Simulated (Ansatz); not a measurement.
Reaction: C2H3O2 (SMILES CO[C]=O, doublet) → C2H3O2 (SMILES [CH2]OC=O, doublet)
Each species at its own B3LYP-D3(BJ)/def2-TZVP minimum (Ansatz, a program for electronic structure), one conformer.

Quantity: isomerisation energy (electronic), in kcal/mol. Radicals and triplets start from unrestricted determinants; spin-orbit coupling is neglected. CBS(X,Y): correlation extrapolated as X^-3, Hartree-Fock from the larger set. A bracket is a step between two methods taken in the basis named. Functionals run without relativity, which enters their misses. Double hybrids freeze cores in their MP2 part. 'core' is core correlation in cc-pwCVTZ, 'X2C' scalar relativity in cc-pVTZ-DK, both at CCSD(T).

CCSD(T)/CBS(cc-pVTZ,cc-pVQZ) + [CCSDT(Q) - CCSD(T)]/cc-pVDZ + core + X2C (Ansatz) gives 1.7 kcal/mol.

Question: How far off this value is PBE/def2-TZVPD (Ansatz), in which direction, and which of these levels come nearer: r2SCAN/def2-TZVPD, B3LYP/def2-TZVPD, PBE0/def2-TZVPD, B2PLYP/def2-TZVPD, CCSD(T)/CBS(cc-pVTZ,cc-pVQZ) + core + X2C?

Answer: PBE gives 1.0 kcal/mol, 0.7 kcal/mol below it. Differences of the others: r2SCAN/def2-TZVPD (Ansatz) -1.5; B3LYP/def2-TZVPD (Ansatz) -0.7; PBE0/def2-TZVPD (Ansatz) -1.1; B2PLYP/def2-TZVPD (Ansatz) 0.1; CCSD(T)/CBS(cc-pVTZ,cc-pVQZ) + core + X2C (Ansatz) -0.1 kcal/mol. Nearer than PBE: B2PLYP/def2-TZVPD, CCSD(T)/CBS(cc-pVTZ,cc-pVQZ) + core + X2C.
